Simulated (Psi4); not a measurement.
Psi4 input (wB97X-D/6-31G*):

```
memory 1500 MB

molecule {
-1 1
H     0.01116471   -0.02286316    2.10006054
N     0.00552309    0.00699052    1.09243157
C    -0.01584127    1.14164578    0.26594390
C     0.01804917   -1.10159074    0.27979305
C    -0.01776430    0.81027342   -1.07692710
C     0.00437150   -0.63979611   -1.02364815
H    -0.02792192    2.11063355    0.75657241
H     0.03526148   -2.09640134    0.70960952
H     0.00994351   -1.30349671   -1.88423371
symmetry c1
no_reorient
no_com
}

set {
  basis 6-31G*
  reference rks
  scf_type pk
  dft_radial_points 99
  dft_spherical_points 590
  e_convergence 1e-8
  d_convergence 1e-7
  maxiter 150
}

e = energy('wb97x-d')
print_out(f'\nFINAL {e:.10f} DIPOLE {variable("CURRENT DIPOLE")[0]:.6f} {variable("CURRENT DIPOLE")[1]:.6f} {variable("CURRENT DIPOLE")[2]:.6f}\n')
```

Output:

```
   => Loading Basis Set <=

    Name: 6-31G*
    Role: ORBITAL
    Keyword: BASIS
    atoms 1, 7-9 entry H          line    44 file 6-31gs.gbs
    atoms 2      entry N          line   128 file 6-31gs.gbs
    atoms 3-6    entry C          line   111 file 6-31gs.gbs

   => WB97X-D: Empirical Dispersion <=

    Chai and Head-Gordon Dispersion Correction
    Chai, J.-D.; Head-Gordon, M. (2010), J. Chem. Phys., 132: 6615-6620

        s6 =       1.000000

         ---------------------------------------------------------
                                   SCF
               by Justin Turney, Rob Parrish, Andy Simmonett
                          and Daniel G. A. Smith
                              RKS Reference
         ---------------------------------------------------------

  ==> Geometry <==

    Molecular point group: c1
    Full point group: C1

    Geometry (in Angstrom), charge = -1, multiplicity = 1:

       Center              X                  Y                   Z               Mass
    ------------   -----------------  -----------------  -----------------  -----------------
         H            0.011164710000    -0.022863160000     2.100060540000     1.007825032230
         N            0.005523090000     0.006990520000     1.092431570000    14.003074004430
         C           -0.015841270000     1.141645780000     0.265943900000    12.000000000000
         C            0.018049170000    -1.101590740000     0.279793050000    12.000000000000
         C           -0.017764300000     0.810273420000    -1.076927100000    12.000000000000
         C            0.004371500000    -0.639796110000    -1.023648150000    12.000000000000
         H           -0.027921920000     2.110633550000     0.756572410000     1.007825032230
         H            0.035261480000    -2.096401340000     0.709609520000     1.007825032230
         H            0.009943510000    -1.303496710000    -1.884233710000     1.007825032230

  Running in c1 symmetry.

  Rotational constants: A =      0.31430  B =      0.31159  C =      0.15647 [cm^-1]
  Rotational constants: A =   9422.39396  B =   9341.33777  C =   4690.84540 [MHz]
  Nuclear repulsion =  151.084237099280955

  Charge       = -1
  Multiplicity = 1
  Electrons    = 36
  Nalpha       = 18
  Nbeta        = 18

  ==> Algorithm <==

  SCF Algorithm Type is PK.
  DIIS enabled.
  MOM disabled.
  Fractional occupation disabled.
  Guess Type is SAD.
  Energy threshold   = 1.00e-08
  Density threshold  = 1.00e-07
  Integral threshold = 1.00e-12

  ==> Primary Basis <==

  Basis Set: 6-31G*
    Blend: 6-31G*
    Number of shells: 38
    Number of basis functions: 83
    Number of Cartesian functions: 83
    Spherical Harmonics?: false
    Max angular momentum: 2

  ==> DFT Potential <==

   => LibXC <=

    Version 7.1.2
    S. Lehtola, C. Steigemann, M. J. T. Oliveira, and M. A. L. Marques,  SoftwareX 7, 1–5 (2018) (10.1016/j.softx.2017.11.002)

   => Composite Functional: WB97X-D <=

    wB97X-D Hyb-GGA Exchange-Correlation Functional

    J.-D. Chai and M. Head-Gordon,  Phys. Chem. Chem. Phys. 10, 6615–6620 (2008) (10.1039/B810189B)

    Deriv               =              1
    GGA                 =           TRUE
    Meta                =          FALSE

    Exchange Hybrid     =           TRUE
    MP2 Hybrid          =          FALSE

   => Exchange-Correlation Functionals <=

    1.0000   wB97X-D range-separated functional

   => Exact (HF) Exchange <=

    0.7780            HF,LR [omega = 0.2000]
    0.2220               HF

   => LibXC Density Thresholds  <==

    XC_HYB_GGA_XC_WB97X_D:  1.00E-14

   => Molecular Quadrature <=

    Radial Scheme          =       TREUTLER
    Pruning Scheme         =           NONE
    Nuclear Scheme         =       TREUTLER

    Blocking Scheme        =         OCTREE
    BS radius alpha        =              1
    Pruning alpha          =              1
    Radial Points          =             99
    Spherical Points       =            590
    Total Points           =         489340
    Total Blocks           =           3482
    Max Points             =            256
    Max Functions          =             83
    Weights Tolerance      =       1.00E-15

  ==> Integral Setup <==

  Using in-core PK algorithm.
   Calculation information:
      Number of atoms:                   9
      Number of AO shells:              38
      Number of primitives:             91
      Number of atomic orbitals:        83
      Number of basis functions:        83

      Integral cutoff                 1.00e-12
      Number of threads:                 1

  Performing in-core PK
  Using 18233523 doubles for integral storage.
  We computed 269510 shell quartets total.
  Whereas there are 274911 unique shell quartets.

  Computing range-separated integrals for PK
  We computed 269510 wK shell quartets total.
  Whereas there are 274911 wK unique shell quartets.

  ==> DiskJK: Disk-Based J/K Matrices <==

    J tasked:                  Yes
    K tasked:                  Yes
    wK tasked:                 Yes
    Omega:               2.000E-01
    Schwarz Cutoff:          1E-12


  Cached 50.0% of DFT collocation blocks in 0.527 [GiB].

  Minimum eigenvalue in the overlap matrix is 2.0786248208E-03.
  Reciprocal condition number of the overlap matrix is 2.7247919681E-04.
    Using symmetric orthogonalization.

  ==> Pre-Iterations <==

  SCF Guess: Superposition of Atomic Densities via on-the-fly atomic UHF (no occupation information).

   -------------------------
    Irrep   Nso     Nmo
   -------------------------
     A         83      83
   -------------------------
    Total      83      83
   -------------------------

  ==> Iterations <==

                        Total Energy        Delta E     RMS |[F,P]|

   @RKS iter SAD:  -208.87156166447110   -2.08872e+02   0.00000e+00
   @RKS iter   1:  -209.09716922624108   -2.25608e-01   8.64354e-03 DIIS/ADIIS
   @RKS iter   2:  -209.15587028244556   -5.87011e-02   8.06329e-03 DIIS/ADIIS
   @RKS iter   3:  -209.39316829169189   -2.37298e-01   1.25436e-03 DIIS/ADIIS
   @RKS iter   4:  -209.39786147992334   -4.69319e-03   5.90145e-04 DIIS/ADIIS
   @RKS iter   5:  -209.39905640596211   -1.19493e-03   1.06286e-04 DIIS/ADIIS
   @RKS iter   6:  -209.39911478741868   -5.83815e-05   5.09222e-05 DIIS
   @RKS iter   7:  -209.39912828726330   -1.34998e-05   1.22479e-05 DIIS
   @RKS iter   8:  -209.39913075428348   -2.46702e-06   5.23907e-06 DIIS
   @RKS iter   9:  -209.39913091528146   -1.60998e-07   1.94956e-06 DIIS
   @RKS iter  10:  -209.39913093407088   -1.87894e-08   1.87605e-07 DIIS
   @RKS iter  11:  -209.39913093446904   -3.98160e-10   4.35202e-08 DIIS
  Energy and wave function converged.

  ==> Post-Iterations <==

   Electrons on quadrature grid:
      Ntotal   =   35.9999999886 ; deviation = -1.139e-08

    Orbital Energies [Eh]
    ---------------------

    Doubly Occupied:

       1A    -14.270541     2A    -10.096268     3A    -10.066611
       4A    -10.045385     5A     -9.976084     6A     -0.835737
       7A     -0.618693     8A     -0.572875     9A     -0.443279
      10A     -0.407480    11A     -0.382383    12A     -0.275658
      13A     -0.265751    14A     -0.258804    15A     -0.187844
      16A     -0.075150    17A     -0.044091    18A     -0.002006

    Virtual:

      19A      0.340281    20A      0.343709    21A      0.403853
      22A      0.427186    23A      0.429298    24A      0.449185
      25A      0.534582    26A      0.551634    27A      0.645623
      28A      0.655924    29A      0.758059    30A      0.850625
      31A      0.859796    32A      0.873350    33A      0.912126
      34A      0.913909    35A      0.945734    36A      0.949109
      37A      0.963041    38A      0.982245    39A      1.034590
      40A      1.039235    41A      1.071263    42A      1.128003
      43A      1.145602    44A      1.162694    45A      1.213961
      46A      1.234293    47A      1.255234    48A      1.303385
      49A      1.457670    50A      1.533025    51A      1.582479
      52A      1.669127    53A      1.683390    54A      1.686758
      55A      1.732926    56A      1.824178    57A      1.882108
      58A      1.895530    59A      2.084633    60A      2.168517
      61A      2.285135    62A      2.328256    63A      2.335766
      64A      2.426318    65A      2.516885    66A      2.539574
      67A      2.563378    68A      2.592027    69A      2.642275
      70A      2.691089    71A      2.869223    72A      2.894677
      73A      2.911211    74A      3.002916    75A      3.035639
      76A      3.219930    77A      3.267508    78A      3.361137
      79A      4.212935    80A      4.445390    81A      4.475119
      82A      4.675350    83A      4.817308

    Final Occupation by Irrep:
              A
    DOCC [    18 ]
    NA   [    18 ]
    NB   [    18 ]

  @RKS Final Energy:  -209.39913093446904

   => Energetics <=

    Nuclear Repulsion Energy =            151.0842370992809549
    One-Electron Energy =                -589.2154566738727226
    Two-Electron Energy =                 249.5315883567191690
    DFT Exchange-Correlation Energy =     -20.7972345144293804
    Empirical Dispersion Energy =          -0.0022652021670122
    VV10 Nonlocal Energy =                  0.0000000000000000
    Total Energy =                       -209.3991309344690421

Computation Completed

Properties will be evaluated at   0.000000,   0.000000,   0.000000 [a0]

Properties computed using the SCF density matrix

 Multipole Moments:

 ------------------------------------------------------------------------------------
     Multipole            Electronic (a.u.)      Nuclear  (a.u.)        Total (a.u.)
 ------------------------------------------------------------------------------------

 L = 1.  Multiply by 2.5417464519 to convert [e a0] to [Debye]
 Dipole X            :          0.0269003            0.0000000            0.0269003
 Dipole Y            :         -1.0788227            0.0000002           -1.0788226
 Dipole Z            :          2.0643269           -0.0000001            2.0643268
 Magnitude           :                                                    2.3293834

 ------------------------------------------------------------------------------------

FINAL -209.3991309345 DIPOLE 0.026900 -1.078823 2.064327

*** Psi4 exiting successfully. Buy a developer a beer!
```

The dipole moment of an ion depends on the origin.
